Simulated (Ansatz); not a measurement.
Saddle point of CH₈AlN, singlet (AlNH₄ ([NH2][AlH2]) + CH₄ → CH₅Al ([CH3][AlH2]) + NH₃ (still joined by a long Al–N bond); bonds formed: Al1–C6, N2–H5; bonds broken: H5–C6; bonds weakened to dative contacts: Al1–N2), PBE0-D4/def2-TZVP structure:

Al1  (-0.345, -0.094, -1.040)
N2  (1.129, 0.941, -0.402)
H3  (0.093, -1.413, -1.810)
H4  (-1.607, 0.782, -1.442)
H5  (0.445, 0.256, 0.533)
C6  (-0.560, -0.607, 1.052)
H7  (1.083, 1.948, -0.339)
H8  (2.086, 0.652, -0.553)
H9  (0.084, -1.325, 1.566)
H10  (-1.395, -1.206, 0.651)
H11  (-1.013, 0.066, 1.783)
(Å)

Energies are electronic, without zero-point energy. Barriers and step energies count from the start structure reached by relaxing down the imaginary mode; all methods use the PBE0-D4 structures, on which another method's saddle can fall below an end. Computed with Ansatz 0.2.0 (basis: def2-TZVPP, with def2-QZVPP for the basis limit); correlated methods freeze the cores. B3LYP uses VWN-RPA correlation. Extrapolation: Hartree–Fock as exp(−7.88 √X), correlation as X^−2.97.

```csv
method,barrier (kcal/mol),step energy (kcal/mol)
SPW92,18.18,-4.96
PBE-D4,25.55,-1.94
BLYP-D4,30.97,1.17
r2SCAN-D4,27.16,-2.24
B97M-V,?,-1.67
PBE0-D4,27.70,-3.13
B3LYP-D4,32.24,-0.03
r2SCAN0-D4,?,-2.97
BHLYP-D4,35.36,-0.99
CAM-B3LYP-D4,32.47,-0.67
wB97X-V,31.83,-1.91
wB97M-V,31.80,-1.65
B2PLYP,33.21,-0.11
PBE-QIDH,30.03,-3.19
RPA on PBE,33.12,-1.31
HF,?,0.68
MP2,31.51,-1.45
CCSD,34.85,-1.57
CCSD(T),32.83,-1.84
```

Question: Fill in the withheld barriers. (To be estimated.)

Answer: The calculation gives: HF 45.61; r2SCAN0-D4 28.91; B97M-V 32.09 kcal/mol. Each is the energy of the saddle less that of the start structure, by the same method.

For comparison, the barrier by CCSD(T) at an estimated basis limit (MP2 extrapolated from triple and quadruple zeta, plus CCSD(T) − MP2 in triple zeta) is 32.43 kcal/mol.

The T1 diagnostic stays at or below 0.012. The start structure is not quite a true minimum (one mode of 58i cm⁻¹).

Labels in which every atom is bracketed show which atoms are joined, not bond orders.

For scale, one of the runs: CCSD(T)/def2-TZVPP, 216 basis functions, launched by `ansatz run in.yaml --threads 2 --pin off --events-out ev --progress --plain --max-ram 4352MiB`. Time: 67 s of wall clock on 2 CPU threads of an Arm Neoverse V1; the host was shared. Peak host memory: 3.1 GiB.
